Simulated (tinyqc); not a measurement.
Pariser-Parr-Pople SCF with singles CI, for the molecule C=C(O)F (SMILES; centres numbered as the heavy atoms are written), step by step. One step of it, computed by the program tinyqc.

Problem. Iteration 2: orbitals and new P. Diagonalise F (the basis is taken as orthonormal) and form P = 2 sum c c over the lowest orbitals.

F (eV), order 1C, 2C, 3O, 4F:
$$\begin{pmatrix}
-4.933361 & -5.964111 & 0.846281 & 0.433993 \\
-5.964111 & -6.365504 & -3.347650 & -2.716001 \\
0.846281 & -3.347650 & -10.846189 & 0.108922 \\
0.433993 & -2.716001 & 0.108922 & -16.672841
\end{pmatrix}$$

pi electrons, sum of z_r less the charge = 6

Give: orbital energies; P after iteration 2.

Solution.

orbital energies (eV): [-17.5560, -12.9772, -9.6051, 1.3204]

P after iteration 2, order 1C, 2C, 3O, 4F:
$$\begin{pmatrix}
1.0578 & 0.9301 & -0.3229 & -0.1651 \\
0.9301 & 1.0818 & 0.3188 & 0.1630 \\
-0.3229 & 0.3188 & 1.8893 & -0.0566 \\
-0.1651 & 0.1630 & -0.0566 & 1.9711
\end{pmatrix}$$
